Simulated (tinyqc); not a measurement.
Stretching all distances: RHF, UHF, MP2, CISD and CCSD against full CI in the sto-3g basis, for H2O, spin multiplicity 1. Computed by the program tinyqc with PySCF. 

Geometry (angstrom):
```
atom       x        y       z
O     0.0000   0.0000  0.0000
H     0.0000   0.7350  0.5430
H     0.0000  -0.7350  0.5430
```

All coordinates are multiplied by the scale. c0^2 is the weight of the RHF determinant in the lowest singlet FCI state (UHF is spin-contaminated and may lie near states of higher spin) and n(LUMO) the first natural occupation beyond the occupied space.

Full CI energy (hartree) and errors against it (kcal/mol):
```
scale  distance 1-2 (angstrom)     E(FCI)      RHF     UHF     MP2    CISD    CCSD  <S^2> UHF   c0^2  n(LUMO)
0.860                    0.786  -74.85965   19.611  19.611   4.876   0.145   0.038      0.000  0.988    0.013
1.030                    0.941  -75.00605   29.548  29.548   8.303   0.394   0.072      0.000  0.976    0.024
1.200                    1.097  -75.01117   43.833  43.833  13.554   1.075   0.142      0.000  0.953    0.049
1.370                    1.252  -74.96472   63.409  63.409  21.000   2.739   0.295      0.000  0.913    0.092
1.550                    1.416  -74.90235   90.305  67.034  31.227   6.454   0.536      0.948  0.848    0.167
1.720                    1.572  -74.84817  121.464  50.819  42.656  12.624   0.527      1.423  0.763    0.268
1.890                    1.727  -74.80549  157.567  32.742  54.860  21.610  -0.749      1.683  0.658    0.397
2.060                    1.882  -74.77615  196.848  18.830  66.453  32.320  -4.833      1.826  0.543    0.537
```

UHF parts from RHF first at scale 1.55 of those listed, where <S^2> leaves zero. The weight c0^2 goes from 0.99 to 0.54 and n(LUMO) from 0.01 to 0.54: static correlation grows as the bonds break into open-shell fragments. The spread of the error along the curve, which distorts its shape, is CCSD 5.4, CISD 32.2, UHF 48.2, MP2 61.6, RHF 177.2 kcal/mol. Below FCI somewhere: CCSD, as non-variational methods may be.
